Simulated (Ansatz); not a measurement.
**Exact exchange and the HOMO–LUMO gap of H2O (water)**

H2O: 3 atoms, total charge 0, spin state singlet. As SMILES, `O`. The coordinates come from a PBE0-D4/def2-TZVP relaxation.

The HOMO–LUMO gap y, in eV, basis aug-cc-pVTZ; a is the functional's share of exact exchange. Programs: Ansatz 0.2.0.

| functional | program | a | y (eV) |
| --- | --- | --- | --- |
| r2SCAN | Ansatz | 0 | 7.39 |
| revPBE | Ansatz | 0 | 6.21 |
| B3LYP | Ansatz | 0.2 | ? |
| PBE0 | Ansatz | 0.25 | 8.74 |
| r2SCAN0 | Ansatz | 0.25 | 9.44 |
| BHLYP | Ansatz | 0.5 | 10.84 |

**Question.** Fit y = c + s·a to the known rows and predict B3LYP.

**Answer.** 
1. Means of the 5 rows: a = 0.2000, y = 8.524.
2. Σ(Δa)² = 0.175, Σ(Δa·Δy) = 1.441, so the slope is 1.441/0.175 = 8.2343.
3. Intercept: 8.524 − (8.2343) × 0.2000 = 6.877. The largest residual of the fit is 0.67.
4. B3LYP: 6.877 + (8.2343) × 0.2 = 8.52 eV.

The run gave 8.15 eV, so the prediction is off by +0.37 eV, within the scatter of the fit. Exact exchange lowers occupied levels and raises empty ones. The rows mix families of semi-local functionals, which the line can't see.
